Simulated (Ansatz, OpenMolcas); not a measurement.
# Exact exchange and the electronic atomisation energy of C3H7F

C3H7F: 11 atoms, total charge 0, spin state singlet. SMILES: `CC(C)F`. Geometry: relaxed at PBE0-D4/def2-TZVP.

The electronic atomisation energy y, in eV, basis cc-pVDZ; a is the functional's share of exact exchange. Programs: Ansatz 0.2.0, OpenMolcas 26.06.

```
functional     program     a  y (eV)
       PBE      Ansatz     0   44.41
      TPSS  OpenMolcas     0   43.92
     B3LYP      Ansatz   0.2       ?
   r2SCAN0      Ansatz  0.25   43.22
      PBE0      Ansatz  0.25   43.78
     BHLYP      Ansatz   0.5   42.37
```

Q: Fit y = c + s·a to the known rows and predict B3LYP.

A: 
1. Means of the 5 rows: a = 0.2000, y = 43.540.
2. Σ(Δa)² = 0.175, Σ(Δa·Δy) = -0.605, so the slope is -0.605/0.175 = -3.4571.
3. Intercept: 43.540 − (-3.4571) × 0.2000 = 44.231. The largest residual of the fit is 0.41.
4. B3LYP: 44.231 + (-3.4571) × 0.2 = 43.54 eV.

The run gave 43.40 eV, so the prediction is off by +0.14 eV, within the largest residual. The rows mix families of semi-local functionals, which the line can't see.
